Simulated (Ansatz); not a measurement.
The input, for Ansatz 0.2.0:

```yaml
crystal:
  periodic: [false, false, false]
  atoms:
    - {symbol: C, position_ang: [-2.122894, 0.000000, 0.000000]}
    - {symbol: H, position_ang: [-2.486099, 1.027301, 0.000000]}
    - {symbol: H, position_ang: [-2.486100, -0.513650, 0.889668]}
    - {symbol: H, position_ang: [-2.486099, -0.513650, -0.889669]}
    - {symbol: H, position_ang: [-1.033277, 0.000000, 0.000000]}
    - {symbol: S, position_ang: [1.062106, 0.000000, 0.000000]}
basis:
  gaussian: {orbitals: cc-pVDZ}
magnetization: {spin_polarized: false, initial_magnetization: 2}
correlation: {method: bccd, electrons: outside_noble_gas}
accuracy: high
scf: {lower_state_search: full}
output: {forces: true}
```

```sh
$ ansatz run in.yaml --threads 1 --pin off --events-out ev --progress --plain --max-ram 2393MiB
```

The program prints:

```
1146 factors; integrals over basis functions are off by at most 3.5e-9 eV
mean field evaluation 1: about -11908.4650 eV, gradient 1.9e1 eV
mean field evaluation 2: about -11908.4990 eV, gradient 1.9e1 eV
mean field evaluation 4: about -11909.8146 eV, gradient 1.8e0 eV
mean field evaluation 8: about -11909.8301 eV, gradient 3.0e-4 eV
mean field evaluation 16: about -11909.8301 eV, gradient 2.7e-8 eV
mean field evaluation 32: about -11909.8301 eV, gradient 1.9e-5 eV
mean field evaluation 64: about -11909.8301 eV, gradient 8.4e-5 eV
mean field evaluation 96: about -11909.8301 eV, gradient 8.9e-5 eV
mean field evaluation 128: about -11909.8099 eV, gradient 2.3e0 eV
mean field evaluation 160: about -11909.8301 eV, gradient 6.6e-7 eV
...
cycle   9  -8.04411619 eV  change    3.7e-7 eV  update   4.0e-7
cycle  10  -8.04411611 eV  change    8.7e-8 eV  update   1.4e-7
cycle  11  -8.04411613 eV  change   -2.2e-8 eV  update   5.3e-8
cycle  12  -8.04411614 eV  change   -8.1e-9 eV  update   2.3e-8
cycle  13  -8.04411615 eV  change   -1.1e-8 eV  update   1.4e-8
cycle  14  -8.04411602 eV  change    1.3e-7 eV  update   7.6e-8
cycle  15  -8.04411600 eV  change    1.8e-8 eV  update   2.2e-8
cycle  16  -8.04411599 eV  change    8.7e-9 eV  update   4.7e-9
cycle  17  -8.04411599 eV  change    1.9e-9 eV  update   1.3e-9
cycle  18  -8.04411599 eV  change   5.0e-10 eV  update  3.9e-10
the calculation of the forces begins
Total energy: -11917.87417295 eV, -437.9737976306 hartree
Atom 0 at    -2.122894     0.000000     0.000000 Å, force    -0.351924    -0.019407    -0.000000 eV/Å
Atom 1 at    -2.486099     1.027301     0.000000 Å, force    -0.128757     0.451702     0.000000 eV/Å
Atom 2 at    -2.486100    -0.513650     0.889668 Å, force    -0.126476    -0.216747     0.391979 eV/Å
Atom 3 at    -2.486099    -0.513650    -0.889669 Å, force    -0.126476    -0.216747    -0.391979 eV/Å
Atom 4 at    -1.033277     0.000000     0.000000 Å, force    -0.028588    -0.000216     0.000000 eV/Å
Atom 5 at     1.062106     0.000000     0.000000 Å, force     0.762222     0.001414     0.000000 eV/Å
Dipole moment:    -0.063216    -0.000097     0.000000 e Å
```

Forces (eV/Å):
```
C   -0.352 -0.019  0.000
H   -0.129  0.452  0.000
H   -0.126 -0.217  0.392
H   -0.126 -0.217 -0.392
H   -0.029  0.000  0.000
S    0.762  0.001  0.000
```

Ran on 1 thread of Arm Neoverse V2, shared host: 21 s wall, 0.44 GiB peak host memory.
